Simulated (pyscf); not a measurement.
Single points on ωB97X-D3(BJ)/def2-SVP structures (PySCF, gas phase). Correlated levels are frozen-core, on RHF or UHF. ΔMP2 is the change of the MP2 total energy from the triple- to the quadruple-zeta basis.

### Question
Estimate the classical barrier height and the reaction energy of H₂C=C(CH₃)–OH -> H₂C=C=CH₂ + H₂O at CCSD(T)/def2-TZVPP + ΔMP2(QZVPP). The step runs on the singlet surface, breaks C–H, C–O and forms H–O; take the reactant's lowest minimum found as zero.

### Answer
ΔE‡ = 85.3 kcal/mol, ΔE = +31.3 kcal/mol. Zero-point energy shifts the barrier by -5.3 kcal/mol. It is an elimination, with an imaginary mode of 1410i cm⁻¹. One saddle was located; it need not be the lowest between these sides. The CCSD(T) − MP2 part came from Ansatz, without density fitting, on the same reference.
